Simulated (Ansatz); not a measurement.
# CCSD(T) against full CI for several species

Each species is computed at the geometry given (Å), with frozen cores, in Ansatz 0.2.0: RHF-CCSD(T) for singlets, UHF-CCSD(T) otherwise, and full CI in the same basis. The program picks the determinant by a search with trial CCSD, so it needn't be the lowest Hartree–Fock solution. States: AlS quartet Π, HB–AlH⁺ doublet A', HAl–BeH doublet A', GeN⁺ singlet Σ⁺. Cases whose determinant has another symmetry than full CI's state, or lies over 0.5 eV above the lowest of its kind, whose (Q) step broke down or whose higher cluster runs on it stay over 0.1 eV above full CI weren't drawn. No relativity is included.

**Question.** Judging by size, spin and bonding and the diagnostics given, rank them by the size of CCSD(T)'s error in total energy against full CI in the same basis, smallest first (an estimate).
A. AlS, quartet, 6-31G: Al 0.000 0.000 0.000; S 0.000 0.000 5.003. T1 0.006, (T) -8 meV in a correlation energy of -1.43 eV
B. HAl–BeH, doublet, 6-31G: Al 0.000 -0.122 0.575; Be 0.000 0.111 -1.733; H 0.000 2.281 3.186; H 0.000 0.001 -3.073. T1 0.093, (T) -32 meV in a correlation energy of -1.77 eV
C. HB–AlH⁺, doublet, 6-31G: B 0.000 -0.237 1.427; Al 0.000 0.116 -0.597; H 0.000 0.367 2.461; H 0.000 -0.943 -1.789. T1 0.023, (T) -46 meV in a correlation energy of -2.37 eV
D. GeN⁺, singlet, 6-31G: Ge 0.000 0.000 0.000; N 0.000 0.000 1.548. T1 0.105, (T) -426 meV in a correlation energy of -6.01 eV

**Answer.** D (2.3 meV), A (7.9 meV), C (24.6 meV), B (31.2 meV).

```json
{"species": "GeN⁺, singlet", "basis": "6-31G", "correlated electrons": "8", "CCSD(T) − full CI (meV)": "2.3", "CCSDT(Q) − full CI (meV)": "-42.8", "unpaired electrons (full CI)": "0.57", "T1": "0.105", "⟨S²⟩ of the determinant": "0.00"}
{"species": "AlS, quartet", "basis": "6-31G", "correlated electrons": "9", "CCSD(T) − full CI (meV)": "7.9", "CCSDT(Q) − full CI (meV)": "0.7", "unpaired electrons (full CI)": "3.15", "T1": "0.006", "⟨S²⟩ of the determinant": "3.75"}
{"species": "HB–AlH⁺, doublet", "basis": "6-31G", "correlated electrons": "7", "CCSD(T) − full CI (meV)": "24.6", "CCSDT(Q) − full CI (meV)": "0.6", "unpaired electrons (full CI)": "1.05", "T1": "0.023", "⟨S²⟩ of the determinant": "0.79"}
{"species": "HAl–BeH, doublet", "basis": "6-31G", "correlated electrons": "7", "CCSD(T) − full CI (meV)": "31.2", "CCSDT(Q) − full CI (meV)": "2.3", "unpaired electrons (full CI)": "1.29", "T1": "0.093", "⟨S²⟩ of the determinant": "1.37"}
```

Unpaired electrons are Σ n²(2−n)² over natural occupations; an open shell counts its own unpaired electrons too. Frozen cores follow each run's orbitals, which moves totals by a few meV. For GeN⁺, singlet CCSDT(Q) lies farther off than CCSD(T), so the series isn't closing smoothly there. GeN⁺, singlet has T1 = 0.105 and a largest doubles amplitude of 0.21, so its small miss, under a tenth of (T), may be a cancellation of errors. RHF is unstable for GeN⁺, singlet in 6-31G: UHF reaches ⟨S²⟩ = 1.15.
